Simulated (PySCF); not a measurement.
# C2H7N: core ionisation energies

Species: C2H7N.
Numbering: `[CH3:1][NH:2][CH3:3]`

The calculation used delta-SCF UKS SCAN, pcX-3 on the ionised atom, pcseg-2 elsewhere, spin-free X2C in PySCF 2.14.0. These are vertical core ionisation energies against the vacuum level, from separate self-consistent calculations with and without the core hole.

Question: What binding energy does each computed site have?

Answer: 
```tsv
atom(s)	bonded to	level	binding energy (eV)	count
C1/C3	N and 3 H	C 1s	291.30	2
N2	2 C and H	N 1s	404.81	1
```

Question: Which photon energy gives electrons from N 1s of N2 (atom 2) a kinetic energy of 20 eV, and what is their de Broglie wavelength?

Answer: hν = 404.81 + 20 = 424.81 eV, recoil neglected; λ = 12.264 Å/√(E/eV) = 2.74 Å.

Question: Which effective nuclear charge Zeff reproduces each element's mean 1s value in the hydrogen-like formula E = 13.606 eV × Zeff²?

Answer: C (Z = 6): mean 291.3 eV, Zeff = 4.63, Z − Zeff = 1.37; N (Z = 7): mean 404.8 eV, Zeff = 5.45, Z − Zeff = 1.55. Means run over the listed sites, weighted by atom count.

The first atom of each set that the bonding makes equivalent was ionised and stands for the set. Isolated species at its PBE0-D3(BJ)/def2-TZVP geometry, gas phase.
